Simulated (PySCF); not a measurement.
Process, species as SMILES: [C-]#[NH+] (C-NH) + 3 [H][H] (H2) → C (CH4) + N (NH3)
B3LYP-D3(BJ)/def2-TZVP geometries, fixed; electronic energies without zero-point terms.

Effect of the grid level at wB97M-V/aug-cc-pVTZ with PySCF, against the last row, where the energy of full hydrogenation is -92.90 kcal/mol.

```csv
setting,"grid points, largest species",largest shift of a total energy (mEh),shift of the energy of full hydrogenation (kcal/mol)
grids.level: 0,3568,-3.990,-3.232
grids.level: 1,15072,-0.036,-0.033
grids.level: 2,32696,-0.001,0.000
grids.level: 3,53352,-0.002,-0.001
grids.level: 4,91440,0.000,0.000
grids.level: 5,137144,0.000,0.000
grids.level: 7,287184,0.000,0.000
```

Within 0.3 kcal/mol in the energy of full hydrogenation: grids.level: 1; grids.level: 2; grids.level: 3; grids.level: 4; grids.level: 5. The largest shift is 3.990 mEh in a total energy and 3.232 kcal/mol in the difference.
